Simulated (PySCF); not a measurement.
Acid–base and redox partners of OC=O. All species are isolated molecules in the gas phase. One relaxed conformer stands for each flexible species; it need not be the lowest. Strings in code marks are SMILES.

The S1–T1 gap (TDA) from two functionals at the same geometries (PBE0-D4/def2-TZVP), both in PySCF: PBE-D3(BJ)/def2-TZVP and B3LYP-D3(BJ)/def2-TZVP. B3LYP has the VWN-RPA correlation part, as in Gaussian. Excitations are Tamm–Dancoff values on a coarser integration grid. The basis has no diffuse functions, so Rydberg states are missing or too high.

```tsv
species	PBE-D3(BJ)/def2-TZVP (eV)
neutral parent (`O=CO` (O–C–O–H torsion 0°))	0.60
proton added at O1 (`[H]/[O+]=C\O` (H–O–C–O torsion 0°))	1.26
proton added at O3 (`C([OH2+])=O` (not the most basic site; O–C–O–H torsion 12°))	0.72
```

**Question.** What does B3LYP-D3(BJ)/def2-TZVP give for each?

**Answer.** 
- neutral parent (`O=CO` (O–C–O–H torsion 0°)): 0.57
- proton added at O1 (`[H]/[O+]=C\O` (H–O–C–O torsion 0°)): 1.47
- proton added at O3 (`C([OH2+])=O` (not the most basic site; O–C–O–H torsion 12°)): 0.69
Over these rows, drawn at random from the members with no instability flagged (it was tested for open shells, ions and some series alone), PBE minus B3LYP-D3(BJ): mean -0.05 eV, from -0.21 eV to +0.02 eV.
